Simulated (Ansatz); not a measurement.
# C2H2N radical: small, medium and large basis sets

One table from this session's results is given with a row withheld; the runs are named, their logs left out.

Program: Ansatz 0.2.0, Gaussian basis. Level of theory: one geometry, several basis sets. These are calculated values, not measurements.

The runs, in order: PBE0-D4/def2-SVP; ωB97M-V/def2-SVP; PBE0-D4/def2-QZVPP; ωB97M-V/def2-QZVPP; CCSD(T)/cc-pV(D+d)Z; CCSD(T)/cc-pV(T+d)Z; CCSD(T)/cc-pV(Q+d)Z; the functionals' def2-TZVPP values are taken from earlier runs.

## Structure used throughout

The geometry comes from an earlier relaxation with PBE0-D4 in a triple-zeta def2 set; it is a stationary point.

SMILES `[CH2]C#N`, 5 atoms, charge 0, spin multiplicity 2.

Atoms are counted from 1 here; the program's logs count them from 0.

Bond lengths: C1–C2 1.376 Å, C1–H4 1.081 Å, C1–H5 1.081 Å, C2–N3 1.165 Å. Angles: C2–C1–H4 120.0°, C2–C1–H5 120.0°, H4–C1–H5 119.9°, C1–C2–N3 180.0°.

Set-up of the first run:

in.yaml reads:

```yaml
crystal:
  periodic: [false, false, false]
  atoms:
    - {symbol: C, position_ang: [-0.303916, 0.342002, -0.317425]}
    - {symbol: C, position_ang: [0.458075, -0.524011, 0.433102]}
    - {symbol: N, position_ang: [1.103008, -1.256930, 1.068259]}
    - {symbol: H, position_ang: [-1.157112, -0.027098, -0.869588]}
    - {symbol: H, position_ang: [-0.050156, 1.392337, -0.355649]}
basis:
  gaussian: {orbitals: def2-SVP}
magnetization: {spin_polarized: true, initial_magnetization: 1}
hamiltonian: {xc: pbe0, dispersion: d4}
output: {orbitals: {seedname: orbitals}}
```

Launch:

```
ansatz run in.yaml --threads 2 --pin off --events-out ev --progress --plain --max-ram 31744MiB --backend cpu
```

Steps of the session up to this table: PBE0-D4 in def2-SVP; ωB97M-V in def2-SVP; PBE0-D4 in def2-QZVPP; ωB97M-V in def2-QZVPP.

One of the session's tables, all rows but one given; the rest of the session is left out.

It belongs to the step «Functionals by basis». 

```
functional       basis  HOMO (eV)  LUMO (eV)
   PBE0-D4    def2-SVP      -7.70      -3.31
   PBE0-D4  def2-TZVPP      -7.78      -3.47
   PBE0-D4  def2-QZVPP          ?          ?
   ωB97M-V    def2-SVP      -9.65      -1.26
   ωB97M-V  def2-TZVPP      -9.76      -1.51
   ωB97M-V  def2-QZVPP      -9.78      -1.56
```

**Question.** Estimate the row for PBE0-D4, def2-QZVPP.

The run gave: HOMO (eV): -7.80; LUMO (eV): -3.49. In the column «HOMO (eV)» it lies between ωB97M-V, def2-SVP (-9.65) and PBE0-D4, def2-TZVPP (-7.78).
